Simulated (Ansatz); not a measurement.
Write a Python script for Ansatz's Python interface that makes a geometry optimisation of CH2N, SMILES C=[N]. Level of theory: PBE0, def2-TZVP basis, multiplicity 2.

Contents of `ch2n.xyz`:
```text
4

C    -0.04850    0.00720   -0.00060
N     1.21810   -0.17990    0.01530
H    -0.72200   -0.84270   -0.00940
H    -0.44760    1.01540   -0.00530
```

The script, `opt_ch2n.py`:
```python
import ansatz
import numpy as np

system = ansatz.Crystal.molecule_from_extxyz("ch2n.xyz")

job = system.calculation()
job = job.basis(gaussian="def2-TZVP").functional("PBE0")
job = job.spin("collinear", total=1)
symbols = [site.symbol for site in system.cartesian_sites]
start = np.array([site.position_ang for site in system.cartesian_sites], dtype=float)
report = job.relax(force_tolerance=0.02, max_steps=100).run().report
end = np.array(report["positions_ang"])

print(f"E = {report['free_energy_ev']:.6f} eV = {report['free_energy_ev'] / 27.211386246:.7f} Ha")
print("converged:", report["converged"], " doubts:", report["published_state_doubts"] or "none")

print("bond        before    after (A)")
for i, j in [(0, 1), (0, 2), (0, 3)]:
    d0, d1 = (np.linalg.norm(xyz[i] - xyz[j]) for xyz in (start, end))
    print(f"{symbols[i]}{i}-{symbols[j]}{j}".ljust(10), f"{d0:8.4f} {d1:8.4f}")

charges = report["charge_distribution"]
print("dipole moment", round(4.803205 * float(np.linalg.norm(charges["dipole_moment_e_ang"])), 3), "D")
print("Mulliken:", [(s, round(q, 3)) for s, q in zip(symbols, charges["mulliken_charges_e"])])
with open("ch2n_opt.xyz", "w") as handle:
    handle.write(f"{len(symbols)}\nrelaxed CH2N\n")
    handle.writelines(f"{s:2s} {x:11.6f} {y:11.6f} {z:11.6f}\n" for s, (x, y, z) in zip(symbols, end))
```

```console
$ python opt_ch2n.py
E = -2555.239872 eV = -93.9033333 Ha
converged: True  doubts: none
bond        before    after (A)
C0-N1        1.2804   1.2367
C0-H2        1.0844   1.0985
C0-H3        1.0843   1.0985
dipole moment 2.474 D
Mulliken: [('C', -0.156), ('N', -0.138), ('H', 0.147), ('H', 0.147)]
```

It writes `ch2n_opt.xyz`:
```text
4
relaxed CH2N
C    -0.022451    0.003318   -0.000369
N     1.200853   -0.177358    0.015752
H    -0.726106   -0.840122   -0.009736
H    -0.452296    1.014162   -0.005647
```

Reading the output:
- Total energies depend on the basis set; only differences at equal settings carry meaning.
- The end point is the stationary point reached from this start; no frequency run checks that it is a minimum, and the basis set is modest.
- The species is open-shell (spin multiplicity 2).
- It ran for 4.4 s on 1 thread of AMD EPYC 9R45 96-Core Processor (Zen 5), on a shared host, peak memory 0.2 GiB.

(Lines on the test bed's own set-up are left out of the output.)
